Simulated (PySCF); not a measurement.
1,3-hexadiyne, C₆H₆.
Geometry (PBE0-D3(BJ)/def2-SVP, Å), atoms numbered from 1 in this order:
```
atom  x, y, z in Å
C1     3.8231   -0.6271    0.8922
C2     2.6695   -0.4770    0.5342
C3     1.3690   -0.3064    0.1329
C4     0.2157   -0.1576   -0.2322
C5    -1.1691    0.0334   -0.6319
C6    -2.0625    0.5449    0.4981
H7     4.8409   -0.7603    1.2076
H8    -1.5597   -0.9235   -1.0200
H9    -1.1966    0.7352   -1.4837
H10   -2.0721   -0.1599    1.3419
H11   -3.0953    0.6711    0.1418
H12   -1.7059    1.5151    0.8731
```

Level: CAM-B3LYP/def2-SVPD in PySCF, non-relativistic, on one gas-phase PBE0-D3(BJ)/def2-SVP geometry that isn't relaxed in the solvent. The solvent is an IEF-PCM continuum (van der Waals radii × 1.2). Only the electrostatic response of the medium enters.

Gas phase at CAM-B3LYP/def2-SVPD: HOMO -8.37 eV, LUMO 0.51 eV, dipole 1.31 D.

Problem. What does the continuum do to the energy, the frontier levels and the dipole at CAM-B3LYP/def2-SVPD in tetrahydrofuran and dimethylsulfoxide?

Solution. 
```csv
solvent,ε,E(solvent) − E(gas) (kJ/mol),polarisation term (kJ/mol),distortion of the solute (kJ/mol),HOMO (eV),LUMO (eV),dipole (D)
tetrahydrofuran,7.426,-13.51,-15.59,2.08,-8.50,0.43,1.70
dimethylsulfoxide,46.83,-16.44,-19.56,3.12,-8.54,0.40,1.77
```

Polarisation term: ½ Σ q·V over the induced surface charges. Distortion: the rise of the solute's own energy as its density leaves the gas-phase optimum. From tetrahydrofuran to dimethylsulfoxide the lowering changes by a factor 1.22, Onsager's factor (ε − 1)/(2ε + 1) by 1.19 and ε itself by 6.3.

Problem. Which radius a makes the point-dipole formula ΔE = −[(ε − 1)/(2ε + 1)]·μ²/a³ give the value in dimethylsulfoxide, with the gas-phase dipole?

Solution. μ = 0.517 au and |ΔE| = 0.00626 Eh give a = 1.45 Å; the farthest nucleus lies 5.00 Å from the centroid of the nuclei, so such a sphere wouldn't even hold the nuclei. The formula assumes a rigid point dipole at the centre of a sphere.

Problem. Give the dipole vector in the frame of the coordinates (D, pointing from negative to positive charge), gas and dimethylsulfoxide.

Solution. Gas (-1.27, 0.21, -0.26), solvent (-1.70, 0.25, -0.43). Its length changes by +35 % and its direction by 3°.

Problem. How does the static polarisability (CAM-B3LYP/def2-SVPD, frozen core, with the continuum's full static response) change?

Solution. 
```csv
medium,isotropic (au),principal values (au),⟨r²⟩ of the electrons (bohr²)
gas,77.5,"49.1, 52.2, 131.3",905.9
tetrahydrofuran,98.4,"62.4, 65.5, 167.4",904.2
dimethylsulfoxide,103.5,"66.5, 69.3, 174.8",903.8
```

The isotropic value in dimethylsulfoxide is 1.33 times the gas-phase one; no cavity-field correction is applied. ⟨r²⟩ is taken about the centre of nuclear charge.
